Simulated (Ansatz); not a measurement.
Geometry optimisation, UKS CAM-B3LYP-D4/def2-SVP in Ansatz.

Input:

```yaml
crystal:
  periodic: [false, false, false]
  atoms:
    - { symbol: C, position_ang: [-0.1024, -0.5962, 0.1258] }
    - { symbol: S, position_ang: [0.8264, 0.8454, 0.3095] }
    - { symbol: H, position_ang: [-1.0231, -0.5421, -0.5846] }
    - { symbol: H, position_ang: [1.7388, 0.433, 1.25916] }
    - { symbol: H, position_ang: [0.203, 1.6571, -0.5678] }
magnetization:
  spin_polarized: true
  initial_magnetization: 1
basis:
  gaussian: { orbitals: def2-SVP }
hamiltonian:
  xc: cam_b3lyp
  dispersion: d4
relax:
  f_tol: 0.02
  max_steps: 50
```

Command:

```bash
$ ansatz run input.yaml --threads 1 --pin off --max-ram 2048MiB --backend cpu --events-out ev --progress --plain --runs-dir out
```

Question: Where does it end, and by what steps?

Answer: The forces met the threshold. The force dipped under the threshold on the way, but the program's further checks kept it going. After 37 steps the energy has fallen by 1.114 eV; H5 moved furthest, 1.41 Å. Parted: S2–H5 (1.35 → 3.34 Å).

```tsv
step	energy less start (eV)	largest force component (eV/Å)	accepted
0	0.0000	2.257	yes
2	-0.6594	0.798	yes
4	-0.7255	0.382	yes
6	-0.7967	0.450	yes
8	-0.8576	1.685	no
10	-1.0129	0.317	yes
12	-1.0953	0.201	yes
14	-1.1074	0.114	no
16	-1.1108	0.034	yes
18	-1.1110	0.074	yes
20	-1.1114	0.065	yes
22	-1.1096	0.276	no
24	-1.1113	0.149	no
26	-1.1125	0.057	yes
28	-1.1128	0.062	yes
30	-1.1131	0.009	yes
32	-1.1133	0.078	yes
34	-1.1135	0.015	yes
36	-1.1131	0.090	no
37	-1.1137	0.012	yes
```

```xyz
5
Properties=species:S:1:pos:R:3
C -0.014 -0.565 0.233
S 1.156 0.499 0.716
H -0.619 0.049 -0.473
H 1.871 -0.279 1.577
H -0.752 2.092 -1.511
```

Whether the end is a true minimum wasn't checked by a vibrational analysis.

Time of the run: 2.1 min on 1 thread of Intel(R) Xeon(R) Processor @ 2.70GHz, on a shared host, peak memory 0.13 GiB.
